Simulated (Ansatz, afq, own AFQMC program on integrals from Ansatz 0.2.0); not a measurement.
**SiGeH3, doublet: AFQMC among the cluster methods**

```yaml
atoms:
  - { symbol: Si, position_ang: [-0.0053, 0.0000, 1.5067] }
  - { symbol: Ge, position_ang: [-0.0013, 0.0000, -0.6652] }
  - { symbol: H, position_ang: [1.3009, 0.0000, 1.7768] }
  - { symbol: H, position_ang: [-0.5298, 1.0718, 2.0885] }
  - { symbol: H, position_ang: [-0.5298, -1.0718, 2.0885] }
```

Connectivity, by distances: SiH3–Ge.

Basis cc-pVDZ. Noble-gas cores (and the filled d shells of Ga–Kr and In–Xe) are frozen. AFQMC by an in-house program on the Cholesky factors that Ansatz 0.2.0 writes for its CCSD(T) run. ph-AFQMC/CISD is guided by a CISD state made of CCSD amplitudes; releasing the constraint for a short imaginary time cuts its bias at the price of noise, slowly where states lie close. Uncertainties: one standard error, sampling alone. No spin–orbit coupling.

Determinant: ROHF, the one that the program's search chose, which needn't be the lowest solution. The geometry is a point of a scan.

No full CI on the walks' own integrals is used here. The released AFQMC energy serves as the reference, which it does only where one determinant dominates, the energy is flat over the last release times and near the phaseless one (40 meV or 2 meV an electron, half that with transition metals). On small molecules, where full CI could be run and the noise was under 10 meV, such values lay within 10 meV of it in 19 cases of 20, a flattering rate, since the rule was set on those same cases; what remains of the bias isn't in the error bar.

Cautions: no relativity below Rb; no spin-orbit coupling; inner d shell frozen; higher spins were not checked; a spin-contaminated unrestricted determinant lies lower (UHF 106 meV lower, ⟨S²⟩ 0.97); the released value is read at 2.40 1/Eh with a noise of 14 meV, more than in the cases checked (meV from the phaseless value at times in 1/Eh: 3 ± 9 at 0.24, -3 ± 10 at 0.51, 1 ± 10 at 0.99, 23 ± 13 at 1.62, 24 ± 14 at 2.40).

* T1 diagnostic: 0.0180
* weight of the determinant in the CISD state: 0.874
* size of the correlated space: 11 electrons in 41 orbitals

```csv
level,correlation energy (eV)
MP2,-4.4512
CCSD,-5.5587
CCSD(T),-5.6907
```

Q: Estimate where AFQMC with the constraint released lies against CCSD(T) on the same integrals.

A: 0.26 ± 0.32 kcal/mol below CCSD(T). The gap is under twice the noise, so this walk alone can't tell the two apart.

Reference: AFQMC with the constraint released, correlation energy -5.702 ± 0.014 eV.

| level | E − E(reference) (kcal/mol) | share of correlation (%) |
| --- | --- | --- |
| CCSD(T) | 0.26 ± 0.32 | 99.80 |
| ph-AFQMC/CISD | -0.54 ± 0.39 | 100.41 |

A walk keeps the symmetry of its determinant, which the program's search chose and which needn't be the lowest solution, so a lower state of the same spin and another symmetry isn't excluded. Released energies are given only where the last usable release times agree within the noise; a slower fall can still hide under it.
